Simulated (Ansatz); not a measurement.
For rock-salt PbS, r²SCAN (Ansatz, a quantum-chemistry and plane-wave program, plane waves, PAW) gives:

| Property | Result |
|---|---|
| equilibrium lattice constant a | 5.974 Å |
| bulk modulus B0 | 57.8 GPa |
| cohesive energy | 3.55 eV/atom |

### Question
What does PBE0-D3(BJ) (Ansatz, plane waves, PAW) give for the same quantities?

### Answer

- lattice constant a: 5.892 Å (drops by 1.4 %)
- bulk modulus: 63.1 GPa (rises by 9.2 %)
- cohesive energy: 3.77 eV/atom (goes up by 0.22 eV/atom)

For comparison: lattice constant a 5.914 Å (measured, 120 K, no zero-point or thermal correction; as tabulated in Noda, Masumoto, Ohba, Saito, Toriumi, Iwata, Shibuya, Acta Cryst. C 43, 1443 …); bulk modulus 60 GPa (measured, 300 K, not corrected to a static lattice, K' fixed at 4.2, our sources range from 52.9 to 62.8; as tabulated in PbS at high pressure, J. Appl. Phys. 113 (4), abstract).

Changes are worked out from the printed values.

Unless a cell is named, each level is at its own relaxed cell (r²SCAN 26.66, PBE0-D3(BJ) 25.57 Å³/atom).

Levels without +SOC leave out spin–orbit coupling, which shifts energies and cells of such heavy elements.

Ansatz's density-functional and Hartree–Fock values are scalar-relativistic unless marked +SOC, with PAW data made under PBE.
